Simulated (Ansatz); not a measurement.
Process, species as SMILES: O (H2O) → H2O+ (doublet, bonded as O) + e-
B3LYP-D3(BJ)/def2-TZVP geometries, fixed; electronic energies without zero-point terms.

Core correlation in the adiabatic ionisation energy at MP2 with Ansatz (a first-principles code), in eV: frozen core against all electrons. Core-valence sets carry the plain set on hydrogen. Open shells are unrestricted.

```csv
basis,"functions, most",frozen core
cc-pVDZ,24,12.013
cc-pCVDZ,28,12.023
cc-pVTZ,58,12.575
cc-pCVTZ,71,12.579
cc-pwCVTZ,71,12.582
cc-pVQZ,115,12.767
cc-pwCVQZ,144,12.771
cc-pCVQZ,144,12.769
```

Question: How large is the core term in each set?

Answer: The largest core-valence set, cc-pCVQZ, gives a core term of 0.012 eV; the valence set cc-pVQZ, which lacks functions for the core, gives 0.016. By row: cc-pVDZ 0.006, cc-pCVDZ 0.007, cc-pVTZ 0.014, cc-pCVTZ 0.011, cc-pwCVTZ 0.012, cc-pVQZ 0.016, cc-pwCVQZ 0.012, cc-pCVQZ 0.012.
